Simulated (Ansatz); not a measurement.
**Forms of AsH$_{4}$⁻ and their order**

Ansatz 0.2.0, basis aug-cc-pVTZ; geometries are PBE0/def2-TZVP minima. Wave-function levels freeze the cores with the filled d shells of p-block atoms; HF, MP2 and coupled cluster are restricted for singlets and unrestricted otherwise, restricted open-shell where a d shell is frozen, Kohn–Sham unrestricted where that lies lower. The reference is CCSDT(Q) (coupled cluster only where its series has nearly closed). Semilocal and hybrid functionals correlate all electrons outside any core potential and usually lie nearer their basis limit than the reference, so part of their error here is the reference's basis and frozen-core error; RPA and the MP2 part of double hybrids freeze the same cores as the reference. None of these values is a measured one. Energies are electronic, without zero-point terms. No spin–orbit coupling and no scalar relativity. The species are chosen: bound, without strong static correlation by their natural occupations or amplitudes, and with a ladder that closes on the reference, so errors are smaller than for species at large; levels whose determinant breaks symmetry or spin markedly are left out.

A. singlet; As–H 1.520/1.846, angles at As 85/97/165°. Coordinates (Å): As 0.032 0.000 0.000; H -0.214 0.000 1.830; H -0.974 -1.139 0.000; H -0.974 1.139 0.000; H -0.214 0.000 -1.830
B. triplet; As–H 1.669, angles at As 94/150°. Coordinates (Å): As 0.000 0.000 0.000; H 0.270 0.981 1.323; H -0.958 -1.070 0.850; H 0.157 1.248 -1.096; H 0.530 -1.159 -1.077

**Question.** From bonding and spin, estimate the order of these in energy at CCSDT(Q), each at its own geometry.

**Answer.** At CCSDT(Q), above the lowest of those listed: A (0.0 kJ/mol), B (182.3 kJ/mol).

```json
{"level": "CCSDT(Q)", "B less A (kJ/mol)": "182.3"}
{"level": "HF", "B less A (kJ/mol)": "180.6"}
{"level": "MP2", "B less A (kJ/mol)": "179.8"}
{"level": "CCSD", "B less A (kJ/mol)": "186.1"}
{"level": "CCSD(T)", "B less A (kJ/mol)": "183.0"}
{"level": "PBE", "B less A (kJ/mol)": "155.4"}
{"level": "r2SCAN", "B less A (kJ/mol)": "158.2"}
{"level": "wB97M-V", "B less A (kJ/mol)": "188.5"}
{"level": "RPA-PBE", "B less A (kJ/mol)": "178.7"}
```

Every level shown puts the same form lowest.

The geometries are PBE0's, not this basis's own minima.
